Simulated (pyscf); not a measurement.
Thermochemistry of product channels of F–N(F)–F + GeH₃• on the doublet surface, in kJ/mol, from ωB97M-D3(BJ)/def2-TZVP energies (ideal gas, 1 atm, RRHO with modes under 100 cm⁻¹ raised to 100, one conformer, R ln 2 for rigid chiral ones). PySCF, gas phase, ωB97X-D3(BJ)/def2-SVP geometries.

| products | ΔE | ΔH(298 K) | ΔG(600 K) | ΔG(900 K) |
|---|---|---|---|---|
| F–GeH₃ + F–N•–F | -282.8 | -280.9 | -287.7 | -290.8 |
| HF + F–N(F)–GeH₂• | -172.0 | -166.1 | -170.6 | -175.1 |

These are energies of the channels, which say nothing of barriers. F–N(F)–GeH₂• lies 667.9 kJ/mol over its isomer H₂N–Ge•(F)–F, and others may lie lower still (electronic energy, ωB97M-D3(BJ)). Elements up to Kr have no core potential and no relativistic terms here.
